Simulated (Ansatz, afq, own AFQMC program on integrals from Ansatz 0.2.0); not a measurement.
Two steps: Ansatz 0.2.0 writes the Fock matrix and Cholesky factors of the valence space, and afq projects on them the lowest state that overlaps trial and start.

```yaml
crystal:
  periodic: [false, false, false]
  atoms:
    - {symbol: Cl, position_ang: [0.000000, 0.000000, -1.594667]}
    - {symbol: H, position_ang: [0.000000, 0.000000, 0.302333]}
    - {symbol: O, position_ang: [0.000000, 0.000000, 1.292333]}
basis:
  gaussian: {orbitals: cc-pVTZ}
magnetization: {spin_polarized: true, initial_magnetization: 2}
correlation: {method: ccsd_t, electrons: outside_noble_gas, hamiltonian_folder: ham}
```

```sh
$ ansatz run in.yaml --threads 1 --pin off --events-out ev --progress --plain --max-ram 16896MiB --backend cuda --devices 0, --max-vram 18GiB
```

Options of the walk:

```
--method phaseless --trial cisd --walkers 2600 --populations 20 --least-time 60 --time-step 0.005 --steps-per-block 50 --equilibration-blocks 28 --max-blocks 4000 --target-error 0.00022 --factor-cut 1e-05 --start spin_pure --seed 8441 --release-times 0.24,0.51,0.99,1.62,2.4 --release-step 0.03 --release-every 3 --taylor-order 6
```

Times are imaginary, in 1/Eh. The walk had a cap of 245 s. With eight or more populations the least sampling time is a fifth of least-time, and the error comes from their spread.

Output of the walk:

```
orbitals 72  electrons 8 6  factors 455 of 464
reference energy -534.89041782 Eh
CCSD correlation -0.39974125 Eh in 16 cycles, weight of the determinant in the CISD state 0.8849
energy of the start -535.289463 Eh
 block  time / (1/Eh)  mean weight  energy / Eh
     1     0.250  1.0005  -535.286329
     2     0.500  1.0003  -535.292323
     3     0.750  0.9999  -535.295928
     4     1.000  0.9999  -535.300770
     5     1.250  1.0001  -535.300757
     7     1.750  1.0000  -535.302795
     9     2.250  0.9992  -535.302911
    13     3.250  0.9999  -535.301376
    21     5.250  1.0003  -535.301682
    29     7.250  0.9996  -535.303510
    37     9.250  0.9999  -535.302033
    45    11.250  1.0004  -535.301087
    49    12.250  1.0003  -535.304242
    53    13.250  1.0001  -535.303089
    61    15.250  1.0008  -535.302130
    69    17.250  1.0000  -535.303037
    77    19.250  1.0004  -535.301674
    85    21.250  0.9998  -535.302730
    93    23.250  0.9992  -535.302015
   101    25.250  0.9994  -535.302423
   109    27.250  1.0006  -535.301865
   117    29.250  0.9994  -535.301085
   125    31.250  0.9996  -535.301209
   133    33.250  1.0004  -535.303508
   141    35.250  0.9998  -535.301696
   149    37.250  0.9997  -535.302199
   157    39.250  0.9995  -535.301981
   165    41.250  1.0001  -535.299814
error from the spread of 20 populations
released: time / (1/Eh)  energy / Eh  error  mean overlap
  0.24  -535.303069  0.000124  0.9946
  0.51  -535.303463  0.000170  0.9889
  0.99  -535.303791  0.000191  0.9783
  1.62  -535.305821  0.001851  0.9722
  2.40  -535.314439  0.010720  0.9698
energy -535.302231 +/- 0.000113 Eh
(rows thinned)
```

The run passed its tests (sampling time, drift between the halves within three errors, error under three times the target), which doesn't prove that it has relaxed, ending at its cap on processor time. The second half of the sampling lies above the first by 1.9 errors of their difference, so the energy may still be moving and its error bar be too small.

Against this walk (error 3.1 meV) on the same determinant: CCSD(T) 12.5 meV higher, CCSDT(Q) 32.6 meV lower. The error is statistical and leaves out the bias of the constraint. The released energies are still falling (meV from the phaseless value at times in 1/Eh: -23 ± 3 at 0.24, -34 ± 5 at 0.51, -42 ± 5 at 0.99, -98 ± 50 at 1.62, -332 ± 292 at 2.40), so they give no level; they do show a bias of the constraint, and the last of them that isn't too noisy lies 10 meV below CCSDT(Q). CCSDT(Q) is the surest value here, so the walk's 33 meV above it is most likely the bias of the constraint with this trial, which can have either sign.

Cautions: constraint bias not in the error; lower spins were not checked.

The walk took 4.1 min on 1 × NVIDIA H100 80GB HBM3 with 2 threads of AMD EPYC 7R13 Processor (Zen 3), on a shared host (the card was shared). The log's last line is the phaseless energy.

CCSDT and higher add their correlation energy to the determinant of the CCSD(T) run, since their own runs factorise the integrals more tightly (a shift of under 2 meV). A walk keeps the symmetry of its determinant, which the program's search chose and which needn't be the lowest solution, so a lower state of the same spin and another symmetry isn't excluded.
